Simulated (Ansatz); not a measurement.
`C=CCCCl` and `CCCCl` differ in one atom or group.

Ansatz, PBE0-D4/def2-TZVP geometries, multiplicity 1. Each molecule was computed in one conformer, which needn't be the lowest.

```json
{"property": "LUMO energy (PBE0/def2-TZVPP) / eV", "`C=CCCCl`": "0.11"}
{"property": "size of the dipole moment (PBE/def2-TZVPP) / D", "`C=CCCCl`": "1.78"}
{"property": "HOMO energy (B3LYP/def2-TZVPP) / eV", "`C=CCCCl`": "-7.42"}
{"property": "HOMO–LUMO gap (PBE0/def2-TZVPP) / eV", "`C=CCCCl`": "7.76"}
{"property": "LUMO energy (PBE/def2-TZVPP) / eV", "`C=CCCCl`": "-0.92"}
{"property": "LUMO energy (ωB97M-V/def2-TZVPP) / eV", "`C=CCCCl`": "2.17"}
```

What does the change do to each property? (Best estimate.)

Ansatz gave: 
```
                                      property  `CCCCl`  shift
            LUMO energy (PBE0/def2-TZVPP) / eV     0.96   0.85
size of the dipole moment (PBE/def2-TZVPP) / D     1.96   0.18
           HOMO energy (B3LYP/def2-TZVPP) / eV    -8.01  -0.59
          HOMO–LUMO gap (PBE0/def2-TZVPP) / eV     9.22   1.46
             LUMO energy (PBE/def2-TZVPP) / eV    -0.11   0.81
         LUMO energy (ωB97M-V/def2-TZVPP) / eV     2.59   0.42
```

With PBE0 the HOMO falls by 0.62 eV and the LUMO rises by 0.85 eV, so the gap widens by about 1.47 eV. PBE moves the HOMO by -0.34 eV and ωB97M-V by -0.67 eV. The zero-point energy changes by -13.1 kJ/mol with -3 modes. Dipoles are sizes alone; their direction can turn.

B3LYP here is the variant with VWN-RPA as its local correlation; programs differ in this.
